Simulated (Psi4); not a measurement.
# UMP3/aug-cc-pVDZ run of BHSCl (SMILES S[B]Cl), part 2 of 2

Psi4 1.11. The steps go on from the part before.

## Step 3: The singlet cation, same level

Contents of calc.dat:

```
memory 1600 mb

molecule mol {
  1 1
  S      0.566400    -0.789100     0.531400
  B     -0.299600     0.475700    -0.345800
  Cl    -2.014100     0.616000    -0.427300
  H      1.802900    -0.362900     0.221400
  symmetry c1
  no_reorient
  no_com
}

set {
  basis           aug-cc-pVDZ
  puream          true
  e_convergence   1e-09
  d_convergence   1e-08
  scf_type        pk
  num_frozen_docc 11
  mp_type         conv
}

energy("mp3")
print_variables()
```

The run is started by

```bash
psi4 -n 1 calc.dat calc.out
```

calc.out:

```text
Psi4 1.11 release

   => Loading Basis Set <=

    Name: AUG-CC-PVDZ
    Role: ORBITAL
    Keyword: BASIS

         ---------------------------------------------------------
                                   SCF
                              RHF Reference
                        1 Threads,   1525 MiB Core
         ---------------------------------------------------------

  ==> Geometry <==

    Molecular point group: c1
    Full point group: C1

    Geometry (in Angstrom), charge = 1, multiplicity = 1:

       Center              X                  Y                   Z               Mass
    ------------   -----------------  -----------------  -----------------  -----------------
         S            0.566400000000    -0.789100000000     0.531400000000    31.972071174400
         B           -0.299600000000     0.475700000000    -0.345800000000    11.009305360000
         CL          -2.014100000000     0.616000000000    -0.427300000000    34.968852682000
         H            1.802900000000    -0.362900000000     0.221400000000     1.007825032230

  Running in c1 symmetry.

  Rotational constants: A =      1.11457  B =      0.08697  C =      0.08068 [cm^-1]
  Rotational constants: A =  33414.06562  B =   2607.24127  C =   2418.64770 [MHz]
  Nuclear repulsion =  106.345080196469851

  Charge       = 1
  Multiplicity = 1
  Electrons    = 38
  Nalpha       = 19
  Nbeta        = 19

  ==> Algorithm <==

  SCF Algorithm Type is PK.
  DIIS enabled.
  MOM disabled.
  Fractional occupation disabled.
  Guess Type is SAD.
  Energy threshold   = 1.00e-09
  Density threshold  = 1.00e-08
  Integral threshold = 1.00e-12

  ==> Primary Basis <==

  Basis Set: AUG-CC-PVDZ
    Blend: AUG-CC-PVDZ
    Number of shells: 36
    Number of basis functions: 86
    Number of Cartesian functions: 92
    Spherical Harmonics?: true
    Max angular momentum: 2

  ==> Integral Setup <==

  Using in-core PK algorithm.
   Calculation information:
      Number of atoms:                   4
      Number of AO shells:              36
      Number of primitives:            138
      Number of atomic orbitals:        92
      Number of basis functions:        86

      Integral cutoff                 1.00e-12
      Number of threads:                 1

  Performing in-core PK
  Using 13998822 doubles for integral storage.
  We computed 221206 shell quartets total.
  Whereas there are 222111 unique shell quartets.

  ==> DiskJK: Disk-Based J/K Matrices <==

    J tasked:                  Yes
    K tasked:                  Yes
    wK tasked:                  No
    Memory [MiB]:             1144
    Schwarz Cutoff:          1E-12

  Minimum eigenvalue in the overlap matrix is 8.4940524790E-04.
  Reciprocal condition number of the overlap matrix is 1.3385701377E-04.
    Using symmetric orthogonalization.

  ==> Pre-Iterations <==

  SCF Guess: Superposition of Atomic Densities via on-the-fly atomic UHF (no occupation information).

   -------------------------
    Irrep   Nso     Nmo
   -------------------------
     A         86      86
   -------------------------
    Total      86      86
   -------------------------

  ==> Iterations <==

                        Total Energy        Delta E     RMS |[F,P]|

   @RHF iter SAD:  -881.94060166904842   -8.81941e+02   0.00000e+00
   @RHF iter   1:  -881.94753911311341   -6.93744e-03   3.24105e-03 DIIS/ADIIS
   @RHF iter   2:  -881.99469848331444   -4.71594e-02   1.95757e-03 DIIS/ADIIS
   @RHF iter   3:  -882.01380914084530   -1.91107e-02   4.17432e-04 DIIS/ADIIS
   @RHF iter   4:  -882.01542679359613   -1.61765e-03   1.10929e-04 DIIS/ADIIS
   @RHF iter   5:  -882.01560652070225   -1.79727e-04   3.63393e-05 DIIS
   @RHF iter   6:  -882.01562428796797   -1.77673e-05   8.44617e-06 DIIS
   @RHF iter   7:  -882.01562514227498   -8.54307e-07   2.36331e-06 DIIS
   @RHF iter   8:  -882.01562523280950   -9.05345e-08   8.47103e-07 DIIS
   @RHF iter   9:  -882.01562524688995   -1.40805e-08   2.88428e-07 DIIS
   @RHF iter  10:  -882.01562524864949   -1.75953e-09   1.00892e-07 DIIS
   @RHF iter  11:  -882.01562524887379   -2.24304e-10   2.33783e-08 DIIS
   @RHF iter  12:  -882.01562524888516   -1.13687e-11   6.87499e-09 DIIS
  Energy and wave function converged.

  ==> Post-Iterations <==

    Orbital Energies [Eh]
    ---------------------

    Doubly Occupied:

       1A   -105.115550     2A    -92.243102     3A    -10.839990
       4A     -9.244333     5A     -8.307070     6A     -8.304196
       7A     -8.303942     8A     -8.045423     9A     -6.925659
      10A     -6.924423    11A     -6.922491    12A     -1.383364
      13A     -1.253078    14A     -0.913803    15A     -0.818162
      16A     -0.758460    17A     -0.748184    18A     -0.722477
      19A     -0.642977

    Virtual:

      20A     -0.256682    21A     -0.163297    22A     -0.104932
      23A     -0.072514    24A     -0.071511    25A     -0.066915
      26A     -0.046796    27A     -0.037942    28A     -0.014282
      29A     -0.000309    30A      0.004051    31A      0.010720
      32A      0.027787    33A      0.028519    34A      0.048534
      35A      0.056262    36A      0.057976    37A      0.087414
      38A      0.104610    39A      0.120279    40A      0.124684
      41A      0.177459    42A      0.214492    43A      0.217024
      44A      0.241984    45A      0.268661    46A      0.272058
      47A      0.293338    48A      0.318173    49A      0.325354
      50A      0.333559    51A      0.348298    52A      0.354110
      53A      0.368308    54A      0.429656    55A      0.431463
      56A      0.478099    57A      0.534057    58A      0.629184
      59A      0.669823    60A      0.718120    61A      0.742905
      62A      0.779942    63A      0.796745    64A      0.813942
      65A      0.817925    66A      0.866531    67A      0.889050
      68A      0.917489    69A      0.944942    70A      0.960572
      71A      1.017613    72A      1.054939    73A      1.095732
      74A      1.133315    75A      1.208686    76A      1.218858
      77A      1.230798    78A      1.246211    79A      1.313667
      80A      1.389386    81A      1.441607    82A      1.508476
      83A      1.615453    84A      1.659368    85A      1.753800
      86A      2.163884

    Final Occupation by Irrep:
              A
    DOCC [    19 ]
    NA   [    19 ]
    NB   [    19 ]

  @RHF Final Energy:  -882.01562524888516

   => Energetics <=

    Nuclear Repulsion Energy =            106.3450801964698513
    One-Electron Energy =               -1419.8880349524392841
    Two-Electron Energy =                 431.5273295070843460
    Total Energy =                       -882.0156252488851578

Computation Completed

Properties will be evaluated at   0.000000,   0.000000,   0.000000 [a0]

Properties computed using the SCF density matrix

 Multipole Moments:

 ------------------------------------------------------------------------------------
     Multipole            Electronic (a.u.)      Nuclear  (a.u.)        Total (a.u.)
 ------------------------------------------------------------------------------------

 L = 1.  Multiply by 2.5417464519 to convert [e a0] to [Debye]
 Dipole X            :         46.9391349          -47.0020241           -0.0628892
 Dipole Y            :          0.7190121           -0.2607822            0.4582299
 Dipole Z            :          0.1593443           -0.5089032           -0.3495589
 Magnitude           :                                                    0.5797596

 ------------------------------------------------------------------------------------

	total time  =          5 seconds =       0.08 minutes
 MINTS: Wrapper to libmints.

   Calculation information:
      Number of threads:                 1
      Number of atoms:                   4
      Number of AO shells:              36
      Number of SO shells:              36
      Number of primitives:            138
      Number of atomic orbitals:        92
      Number of basis functions:        86

      Number of irreps:                  1
      Integral cutoff                 1.00e-12
      Number of functions per irrep: [  86 ]

 OEINTS: Overlap, kinetic, potential, dipole, and quadrupole integrals
         stored in file 35.

      Computing two-electron integrals...done
      Computed 6800225 non-zero two-electron integrals.
        Stored in file 33.

  Module OCC Options:
  ----------------------------------------------------------------------------
  ACTIVE                        => (empty)
  BASIS_RELATIVISTIC            => (empty)
  BENCH                         => (empty)
  CACHELEVEL                    => (empty)
  CCL_ENERGY                    => (empty)
  CC_MAXITER                    => (empty)
  CC_TYPE                       => (empty)
  CEPA_OS_SCALE                 => (empty)
  CEPA_SOS_SCALE                => (empty)
  CEPA_SS_SCALE                 => (empty)
  CEPA_TYPE                     => (empty)
  CI_TYPE                       => (empty)
  CUBEPROP_BASIS_FUNCTIONS      => (empty)
  CUBEPROP_FILEPATH             => (empty)
  CUBEPROP_ISOCONTOUR_THRESHOLD => (empty)
  CUBEPROP_ORBITALS             => (empty)
  CUBEPROP_TASKS                => (empty)
  CUBIC_BASIS_TOLERANCE         => (empty)
  CUBIC_BLOCK_MAX_POINTS        => (empty)
  CUBIC_GRID_OVERAGE            => (empty)
  CUBIC_GRID_SPACING            => (empty)
  CUTOFF                        => (empty)
  DDX                           => (empty)
  DEBUG                         => (empty)
  DERTYPE                       => (empty)
  DF_BASIS_CC                   => (empty)
  DIE_IF_NOT_CONVERGED          => (empty)
  DIIS_MAX_VECS                 => (empty)
  DIIS_MIN_VECS                 => (empty)
  DKH_ORDER                     => (empty)
  DOCC                          => (empty)
  DO_DIIS                       => (empty)
  DO_LEVEL_SHIFT                => (empty)
  DO_SCS                        => (empty)
  DO_SOS                        => (empty)
  E3_SCALE                      => (empty)
  EA_POLES                      => (empty)
  EKT_EA                        => (empty)
  EKT_IP                        => (empty)
  EP_EA_POLES                   => (empty)
  EP_IP_POLES                   => (empty)
  EP_MAXITER                    => (empty)
  EXTERNAL_POTENTIAL_SYMMETRY   => (empty)
  E_CONVERGENCE                 => 1e-09           !
  FREEZE_CORE                   => (empty)
  FREEZE_CORE_POLICY            => (empty)
  FROZEN_DOCC                   => (empty)
  FROZEN_UOCC                   => (empty)
  INTEGRAL_PACKAGE              => (empty)
  IP_POLES                      => (empty)
  LEVEL_SHIFT                   => (empty)
  LITERAL_CFOUR                 => (empty)
  LS_THC_BASIS_TOLERANCE        => (empty)
  LS_THC_DF                     => (empty)
  LS_THC_PRUNING_SCHEME         => (empty)
  LS_THC_RADIAL_POINTS          => (empty)
  LS_THC_SPHERICAL_POINTS       => (empty)
  LS_THC_S_EPSILON              => (empty)
  LS_THC_WEIGHTS_TOLERANCE      => (empty)
  MAT_NUM_COLUMN_PRINT          => (empty)
  MAX_MOGRAD_CONVERGENCE        => (empty)
  MAX_RADIAL_MOMENT             => (empty)
  MBIS_D_CONVERGENCE            => (empty)
  MBIS_MAXITER                  => (empty)
  MBIS_PRUNING_SCHEME           => (empty)
  MBIS_RADIAL_POINTS            => (empty)
  MBIS_SPHERICAL_POINTS         => (empty)
  MOGRAD_DAMPING                => (empty)
  MOLDEN_WITH_VIRTUAL           => (empty)
  MO_MAXITER                    => (empty)
  MO_READ                       => (empty)
  MO_STEP_MAX                   => (empty)
  MO_WRITE                      => (empty)
  MP2_OS_SCALE                  => (empty)
  MP2_SOS_SCALE                 => (empty)
  MP2_SOS_SCALE2                => (empty)
  MP2_SS_SCALE                  => (empty)
  MP2_TYPE                      => (empty)
  MP_TYPE                       => CONV            !
  NAT_ORBS                      => (empty)
  NUM_FROZEN_DOCC               => 11              !
  NUM_FROZEN_UOCC               => (empty)
  NUM_GPUS                      => (empty)
  OCC_ORBS_PRINT                => (empty)
  OEPROP                        => (empty)
  OPT_METHOD                    => (empty)
  ORBITAL_OPTIMIZER_PACKAGE     => (empty)
  ORB_OPT                       => FALSE           !
  ORB_RESP_SOLVER               => (empty)
  ORTH_TYPE                     => (empty)
  OS_SCALE                      => (empty)
  PARENT_SYMMETRY               => (empty)
  PCG_BETA_TYPE                 => (empty)
  PCG_CONVERGENCE               => (empty)
  PCG_MAXITER                   => (empty)
  PCM                           => (empty)
  PE                            => (empty)
  PRINT                         => (empty)
  PRINT_NOONS                   => (empty)
  PROPERTIES                    => (empty)
  PROPERTIES_ORIGIN             => (empty)
  PUREAM                        => TRUE            !
  QC_MODULE                     => (empty)
  RAS1                          => (empty)
  RAS2                          => (empty)
  RAS3                          => (empty)
  RAS4                          => (empty)
  RELATIVISTIC                  => (empty)
  RELAXED                       => (empty)
  REMP_A                        => (empty)
  RESTRICTED_DOCC               => (empty)
  RESTRICTED_UOCC               => (empty)
  RMS_MOGRAD_CONVERGENCE        => (empty)
  R_CONVERGENCE                 => (empty)
  SCF_TYPE                      => PK              !
  SCREENING                     => (empty)
  SCS_TYPE                      => (empty)
  SOCC                          => (empty)
  SOS_TYPE                      => (empty)
  SPIN_SCALE_TYPE               => NONE            !
  SS_SCALE                      => (empty)
  SYMMETRIZE                    => (empty)
  TPDM_ABCD_TYPE                => (empty)
  WFN                           => (empty)
  WFN_TYPE                      => OMP3            !
  WRITER_FILE_LABEL             => (empty)
  ZORA_BASIS_TOLERANCE          => (empty)
  ZORA_NR_DEBUG                 => (empty)
  ZORA_PRUNING_SCHEME           => (empty)
  ZORA_RADIAL_POINTS            => (empty)
  ZORA_SPHERICAL_POINTS         => (empty)

 ==============================================================================
 ==============================================================================
 ==============================================================================

                             MP3

 ==============================================================================
 ==============================================================================
 ==============================================================================

	MO spaces per irreps...

	IRREP   FC    OCC   VIR  FV
	==============================
	   A    11     8    67    0
	==============================

	Computing MP2 energy using SCF MOs (Canonical MP2)...
	==============================================================================
	Nuclear Repulsion Energy (a.u.)    :   106.34508019646985
	SCF Energy (a.u.)                  :  -882.01562524888516
	REF Energy (a.u.)                  :  -882.01562524888516
	Alpha-Alpha Contribution (a.u.)    :    -0.04597252792240
	Alpha-Beta Contribution (a.u.)     :    -0.26279253927086
	Beta-Beta Contribution (a.u.)      :    -0.04597252792240
	Scaled_SS Correlation Energy (a.u.):    -0.03064835194827
	Scaled_OS Correlation Energy (a.u.):    -0.31535104712503
	SCS-MP2 Total Energy (a.u.)        :  -882.36162464795837
	SOS-MP2 Total Energy (a.u.)        :  -882.35725554993724
	SCSN-MP2 Total Energy (a.u.)       :  -882.17744854717205
	SCS-MP2-VDW Total Energy (a.u.)    :  -882.39797222707432
	SOS-PI-MP2 Total Energy (a.u.)     :  -882.38353480386434
	MP2 Correlation Energy (a.u.)      :    -0.35473759511566
	MP2 Total Energy (a.u.)            :  -882.37036284400085
	==============================================================================

	Computing MP3 energy using SCF MOs (Canonical MP3)...
	==============================================================================
	Nuclear Repulsion Energy (a.u.)    :   106.34508019646985
	SCF Energy (a.u.)                  :  -882.01562524888516
	REF Energy (a.u.)                  :  -882.01562524888516
	Alpha-Alpha Contribution (a.u.)    :    -0.04480541033905
	Alpha-Beta Contribution (a.u.)     :    -0.29240505912394
	Beta-Beta Contribution (a.u.)      :    -0.04480541033905
	MP2.5 Correlation Energy (a.u.)    :    -0.36837673745885
	MP2.5 Total Energy (a.u.)          :  -882.38400198634395
	SCS-MP3 Total Energy (a.u.)        :  -882.36844421912997
	3rd Order Energy (a.u.)            :    -0.02727828468630
	MP3 Correlation Energy (a.u.)      :    -0.38201587980205
	MP3 Total Energy (a.u.)            :  -882.39764112868716
	==============================================================================

	total time  =          2 seconds =       0.03 minutes

  Variable Map:
  ----------------------------------------------------------------------------
  "CURRENT CORRELATION ENERGY"             =>      -0.382015879802
  "CURRENT ENERGY"                         =>    -882.397641128687
  "CURRENT REFERENCE ENERGY"               =>    -882.015625248885
  "DD SOLVATION ENERGY"                    =>       0.000000000000
  "HF KINETIC ENERGY"                      =>     881.774575441565
  "HF POTENTIAL ENERGY"                    =>   -1763.790200690450
  "HF TOTAL ENERGY"                        =>    -882.015625248885
  "HF VIRIAL RATIO"                        =>       2.000273368970
  "MP2 CORRELATION ENERGY"                 =>      -0.354737595116
  "MP2 DOUBLES ENERGY"                     =>      -0.354737595116
  "MP2 OPPOSITE-SPIN CORRELATION ENERGY"   =>      -0.262792539271
  "MP2 SAME-SPIN CORRELATION ENERGY"       =>      -0.091945055845
  "MP2 SINGLES ENERGY"                     =>       0.000000000000
  "MP2 TOTAL ENERGY"                       =>    -882.370362844001
  "MP2.5 CORRELATION ENERGY"               =>      -0.368376737459
  "MP2.5 DOUBLES ENERGY"                   =>      -0.368376737459
  "MP2.5 OPPOSITE-SPIN CORRELATION ENERGY" =>      -0.277598799197
  "MP2.5 SAME-SPIN CORRELATION ENERGY"     =>      -0.090777938261
  "MP2.5 SINGLES ENERGY"                   =>       0.000000000000
  "MP2.5 TOTAL ENERGY"                     =>    -882.384001986344
  "MP3 CORRELATION ENERGY"                 =>      -0.382015879802
  "MP3 DOUBLES ENERGY"                     =>      -0.382015879802
  "MP3 OPPOSITE-SPIN CORRELATION ENERGY"   =>      -0.292405059124
  "MP3 SAME-SPIN CORRELATION ENERGY"       =>      -0.089610820678
  "MP3 SINGLES ENERGY"                     =>       0.000000000000
  "MP3 TOTAL ENERGY"                       =>    -882.397641128687
  "NUCLEAR REPULSION ENERGY"               =>     106.345080196470
  "ONE-ELECTRON ENERGY"                    =>   -1419.888034952439
  "PCM POLARIZATION ENERGY"                =>       0.000000000000
  "PE ENERGY"                              =>       0.000000000000
  "SCF ITERATION ENERGY"                   =>    -882.015625248885
  "SCF ITERATIONS"                         =>      12.000000000000
  "SCF TOTAL ENERGY"                       =>    -882.015625248885
  "SCS(N)-MP2 CORRELATION ENERGY"          =>      -0.161823298287
  "SCS(N)-MP2 TOTAL ENERGY"                =>    -882.177448547172
  "SCS-MP2 CORRELATION ENERGY"             =>      -0.345999399073
  "SCS-MP2 TOTAL ENERGY"                   =>    -882.361624647958
  "SCS-MP2-VDW CORRELATION ENERGY"         =>      -0.382346978189
  "SCS-MP2-VDW TOTAL ENERGY"               =>    -882.397972227074
  "SCS-MP3 CORRELATION ENERGY"             =>      -0.352818970245
  "SCS-MP3 TOTAL ENERGY"                   =>    -882.368444219130
  "SOS-MP2 CORRELATION ENERGY"             =>      -0.341630301052
  "SOS-MP2 TOTAL ENERGY"                   =>    -882.357255549937
  "SOS-PI-MP2 CORRELATION ENERGY"          =>      -0.367909554979
  "SOS-PI-MP2 TOTAL ENERGY"                =>    -882.383534803864
  "TWO-ELECTRON ENERGY"                    =>     431.527329507084

  Array Variable Map:
  ----------------------------------------------------------------------------
  "CURRENT DIPOLE"                         =>      -0.062889192570 ... -0.349558898486 1 by 3
  "SCF DIPOLE"                             =>      -0.062889192570 ... -0.349558898486 1 by 3
  "SCF TOTAL ENERGIES"                     =>    -881.940601669048 ... -882.015625248885 1 by 13

    Psi4 run time: 0:00:11.09
```

Run time: 13 s. Hardware: 1 thread of Intel Xeon Platinum 8375C at 2.90GHz (Ice Lake), shared host; peak memory 0.6 GiB.

## Step 4: Summary of results

The summary covers parts 1 to 2.

At UMP3/aug-cc-pVDZ, 11 core orbitals frozen:

| quantity | value |
| --- | --- |
| doublet BHSCl: total energy | -882.70124 Eh |
| doublet BHSCl: HOMO energy (Hartree–Fock orbitals) (highest over α and β) | -9.46 eV |
| doublet BHSCl: LUMO energy (Hartree–Fock orbitals) (lowest over α and β) | 0.81 eV |
| doublet BHSCl: correlation energy (11 core orbitals frozen) | -380.4 mEh |
| doublet BHSCl: ⟨S²⟩ of the reference determinant | 0.757 |
| singlet cation: total energy | -882.39764 Eh |
| singlet cation: HOMO energy (Hartree–Fock orbitals) | -17.50 eV |
| singlet cation: LUMO energy (Hartree–Fock orbitals) | -6.98 eV |
| singlet cation: HOMO–LUMO gap (Hartree–Fock orbitals) | 10.51 eV |
| singlet cation: correlation energy (11 core orbitals frozen) | -382.0 mEh |
| vertical ionisation energy (to the singlet cation) | 8.261 eV |

What this shows: The vertical ionisation energy comes to 8.26 eV (797 kJ/mol). Only the singlet of the ionised species was computed; a triplet could lie lower.
